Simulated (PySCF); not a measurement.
All values below come from PySCF 2.14.0 with B3LYP-D3(BJ)/def2-TZVP // B3LYP-D3(BJ)/def2-SVP. Isolated molecules, 0 K electronic values unless said otherwise. B3LYP has the VWN-RPA correlation part, as in Gaussian. 

Reference species (SMILES): `O` (neutral, multiplicity 1).

The dipole moment is 2.10 D. The HOMO is -8.61 eV.

Changed species: `CN(C)C` (free base N(CH3)3; the reference has free base H2O).

Give the shifts of the dipole moment and HOMO.

the dipole moment falls by 1.68 D, to 0.42 D; the HOMO increases by 2.72 eV, to -5.89 eV.
